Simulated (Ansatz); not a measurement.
## Worked example: Al–GaH–Cl, quintet against Al–GaH–Cl, triplet

Geometry (PBE0/def2-TZVP stationary point of a triplet), kept for both states (Al–GaH–Cl, triplet: A''; Al–GaH–Cl, quintet: A''):

```yaml
atoms:
  - { symbol: Al, position_ang: [0.0000, -0.7317, 2.1344] }
  - { symbol: Ga, position_ang: [0.0000, 0.6006, 0.0419] }
  - { symbol: Cl, position_ang: [0.0000, -0.6855, -1.7026] }
  - { symbol: H, position_ang: [0.0000, 2.1542, -0.1484] }
```

Basis cc-pVDZ; Ansatz 0.2.0. Correlated methods freeze the noble-gas cores and the filled d shells of p-block atoms. Prefix R: restricted or restricted open-shell reference; prefix U: unrestricted. No spin–orbit coupling is included, and no scalar relativity.

Full CI isn't at hand for all of this; UCCSDT(Q) serves as the reference, and is uncertain by about the last step of the cluster series.

| level | E(Al–GaH–Cl, triplet) (hartree) | E(Al–GaH–Cl, quintet) (hartree) |
| --- | --- | --- |
| UHF | -2625.230618 | -2625.122409 |
| UMP2 | -2625.452166 | -2625.324060 |
| UCCSD(T) | -2625.495110 | -2625.360719 |
| PBE | -2627.423711 | -2627.290733 |
| r2SCAN | -2627.972819 | -2627.846968 |
| UCCSDT(Q) | -2625.497192 | -2625.362806 |

Question: Give the vertical gap, Al–GaH–Cl quintet less Al–GaH–Cl triplet, at each level in eV (1 hartree = 27.2114 eV), and each error against UCCSDT(Q).

Answer: UCCSDT(Q): (-2625.362806 − (-2625.497192)) × 27.2114 = 3.657 eV (the reference)
r2SCAN: (-2627.846968 − (-2627.972819)) × 27.2114 = 3.425 eV, error -0.232 eV
PBE: (-2627.290733 − (-2627.423711)) × 27.2114 = 3.619 eV, error -0.038 eV
UCCSD(T): (-2625.360719 − (-2625.495110)) × 27.2114 = 3.657 eV, error 0.000 eV
UMP2: (-2625.324060 − (-2625.452166)) × 27.2114 = 3.486 eV, error -0.171 eV
UHF: (-2625.122409 − (-2625.230618)) × 27.2114 = 2.945 eV, error -0.712 eV

Total energies of functionals can't be set beside those of wave-function methods, since they hold the core's correlation and their own absolute errors; only the differences compare.

In so small a basis the reference is far from its limit while semilocal and hybrid functionals are nearer theirs, so the functionals' errors here hold much of the reference's basis and frozen-core error, which can add to them or hide them.

Each level lands on the state that its own search finds. T1 diagnostics of restricted CCSD: 0.035 and 0.032.
